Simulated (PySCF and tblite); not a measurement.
C5H8, numbered as in [CH2:1]=[CH:2][CH:3]1[CH2:4][CH2:5]1.

Free energies: PBE0-D3(BJ)/pcSseg-1 (IEF-PCM, chloroform) on PBE0-D3(BJ)/def2-SVP structures plus GFN2-xTB thermal terms, symmetry and mirror images included. Conformers within 3 kcal/mol (GFN2-xTB free energy) were kept, 4 at most. GIAO shieldings: PBE0/pcSseg-1 (IEF-PCM, chloroform). Shifts are against TMS (¹H), TMS (¹³C) at the same level. (PySCF 2.14, tblite 0.8.)

Torsions listed: C1–C2–C3–C4.

| conformer | shape | weight % | dipole D |
| --- | --- | --- | --- |
| 1 | -145° | 97.3 | 0.69 |
| 2 | 35° | 2.7 | 0.65 |

**Question.** How do the computed shifts compare with measured ones?

**Answer.** 
| nucleus | signal | leading conformer | average | measured | medium |
| --- | --- | --- | --- | --- | --- |
| ¹H | H2 | 5.34 | 5.38 | 5.32 | not stated per compound (mostly CDCl3 or CCl4) |
| ¹H | H3 | 1.29 | 1.28 | 1.35 | not stated per compound (mostly CDCl3 or CCl4) |
| ¹³C | C3 | 18.7 | 18.5 | 14.7 | not stated per compound (mostly CDCl3 or CCl4) |
| ¹³C | C4/C5 | 9.1 | 9.3 | 6.6 | not stated per compound (mostly CDCl3 or CCl4) |

Measured values: Pretsch, Buehlmann, Badertscher, Structure Determination of Organic Compounds, 4th ed. (2009). Mean difference for ¹H: -0.01 ppm, scatter 0.06 ppm. Mean difference for ¹³C: 3.25 ppm, scatter 0.55 ppm. The computed shifts are unscaled and lack vibrational corrections.
